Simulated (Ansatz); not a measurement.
This script drives Ansatz's Python interface.

`md_hmgs.py`:
```python
"""Molecular dynamics of one HMgS molecule."""

import logging
import sys

import ansatz as az
import numpy as np

logging.basicConfig(stream=sys.stdout, format="%(name)s: %(message)s")
logger = logging.getLogger("calc")
logger.setLevel(logging.INFO)


def main() -> None:
    system = (
        az.Crystal.molecule()
        .atom("Mg", (1.477, -0.6239, 0.7321))
        .atom("S", (-0.7153, -0.4228, -0.4345))
        .atom("H", (-0.7726, 0.982, -0.3109))
    )

    calculation = (
        system.calculation()
        .basis(gaussian="def2-SVP")
        .functional("blyp")
        .spin("collinear", total=1)
        .md("nve", timestep=0.5, steps=30, temperature=800, initial_velocities="maxwell_boltzmann", seed=61)
    )
    frames = []
    result = calculation.session().plan().execute(on_event=lambda e: frames.append(e["data"]) if e["event"] == "md_step" else None)
    logger.info("t (fs)   E_pot (eV)      E_kin (eV)   T (K)   d(0-1) (A)")
    for f in frames[::1]:
        xyz = np.array(f["positions_ang"])
        logger.info(f"{f['time_fs']:6.2f} {f['lagrangian_ev']:14.5f} {f['e_kin_ev']:10.5f} {f['temperature_k']:8.1f} {np.linalg.norm(xyz[0] - xyz[1]):9.4f}")
    kept = np.array([f["conserved_ev"] for f in frames])
    logger.info(f"conserved energy moves by at most {1000 * np.ptp(kept):.3f} meV")


if __name__ == "__main__":
    main()
```

It is started by `python md_hmgs.py`. Estimate its wall time and peak memory on 1 thread of Arm Neoverse V1 (shared host).

It took about 40 s, with a peak of 0.17 GiB, for 1 run of the engine.

```console
$ python md_hmgs.py
calc: t (fs)   E_pot (eV)      E_kin (eV)   T (K)   d(0-1) (A)
calc:   0.00   -16291.05684    0.10341    800.0    2.4915
calc:   0.50   -16291.04876    0.09539    738.0    2.4962
calc:   1.00   -16291.04266    0.08933    691.1    2.5008
calc:   1.50   -16291.03913    0.08581    663.8    2.5053
calc:   2.00   -16291.03831    0.08496    657.3    2.5097
calc:   2.50   -16291.03984    0.08645    668.8    2.5140
calc:   3.00   -16291.04297    0.08951    692.5    2.5181
calc:   3.50   -16291.04658    0.09304    719.8    2.5221
calc:   4.00   -16291.04939    0.09577    740.9    2.5259
calc:   4.50   -16291.05016    0.09648    746.4    2.5296
calc:   5.00   -16291.04797    0.09426    729.2    2.5331
calc:   5.50   -16291.04244    0.08876    686.7    2.5365
calc:   6.00   -16291.03400    0.08038    621.9    2.5397
calc:   6.50   -16291.02379    0.07028    543.7    2.5428
calc:   7.00   -16291.01354    0.06015    465.3    2.5457
calc:   7.50   -16291.00505    0.05175    400.3    2.5485
calc:   8.00   -16290.99970    0.04643    359.2    2.5511
calc:   8.50   -16290.99794    0.04464    345.3    2.5535
calc:   9.00   -16290.99922    0.04582    354.5    2.5558
calc:   9.50   -16291.00212    0.04861    376.0    2.5579
calc:  10.00   -16291.00488    0.05127    396.7    2.5599
calc:  10.50   -16291.00595    0.05228    404.5    2.5616
calc:  11.00   -16291.00434    0.05066    391.9    2.5633
calc:  11.50   -16290.99983    0.04619    357.3    2.5647
calc:  12.00   -16290.99290    0.03932    304.2    2.5659
calc:  12.50   -16290.98454    0.03104    240.1    2.5670
calc:  13.00   -16290.97597    0.02254    174.4    2.5679
calc:  13.50   -16290.96840    0.01504    116.4    2.5685
calc:  14.00   -16290.96285    0.00953     73.8    2.5690
calc:  14.50   -16290.95998    0.00668     51.7    2.5693
calc:  15.00   -16290.96003    0.00672     52.0    2.5694
calc: conserved energy moves by at most 0.439 meV
```

What to keep in mind:
- These settings explore the input space; basis and method may be short of convergence.
- The trajectory is only some femtoseconds long, so its temperature is not equilibrated; where the script doesn't relax first, it starts from a rough generated geometry.
- The species is open-shell (spin multiplicity 2).
- The temperature counts the internal degrees of freedom alone.

(Lines on the test bed's own set-up are left out of the output.)
